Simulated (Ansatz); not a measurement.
Worked example: ideal-gas entropy of SO2 (sulfur dioxide)

A singlet with charge 0, relaxed at wB97M-V/def2-TZVPD (Ansatz 0.2.0):

```xyz
3

O    -0.9730    0.6462   -0.4587
S     0.2681    0.3555    0.1858
O     0.7049   -1.0017    0.2729
```

Harmonic wavenumbers in cm⁻¹: 530, 1235, 1436.

Masses in u: O 15.999, S 32.06. Take T = 298.15 K, p = 1 bar, R = 8.3145 J/(mol K), kT/hc = 207.22 cm⁻¹, rigid rotor and harmonic oscillator.

Work out S° at 298 K.


1. Translation (Sackur–Tetrode): S = R[3/2 ln M + 5/2 ln T − 1.1517] with M = 64.058 gives 160.7 J/(mol K).
2. Rotation: principal moments 8.388, 48.526, 56.914 u Å² give A, B, C = 2.0098, 0.3474, 0.2962 cm⁻¹; the symmetry number is σ = 2; q = (√π/σ)√((kT/hc)³/ABC) = 5813; S = R(ln q + 3/2) = 84.5.
3. Vibration: with u = ν̃/207.22, each mode gives R[u/(eᵘ − 1) − ln(1 − e⁻ᵘ)]; the sum is 2.7, most from 530 cm⁻¹ (2.5), 1235 cm⁻¹ (0.1), 1436 cm⁻¹ (0.1).
4. Spin: R ln 1 = 0.0.
5. Sum: 160.7 + 84.5 + 2.7 + 0.0 = 247.9 J/(mol K).

The tabulated value is 248.2 J/(mol K) (CRC Handbook of Chemistry and Physics): the model is off by -0.3.
